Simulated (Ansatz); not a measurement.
We consider diamond-structure Ge, described by r²SCAN in Ansatz (PAW).

Run with plane-wave cutoff 500 eV, 12×12×1 k mesh (along the axes of the cell as run), Fermi–Dirac smearing 0.05 eV, scalar-relativistic PAW data made under PBE.

Problem. Predict the surface energy of the (100) face and work function of the (100) face.

Solution. 
- surface energy of the (100) face: 1.71 J/m²
- work function of the (100) face: 5.36 eV

The slab of 12 atoms is relaxed and unreconstructed.

The computed numbers hold no vibrational or temperature effects.

Computing time: about 40 core-minutes (a rough figure).

Ansatz is a first-principles code.
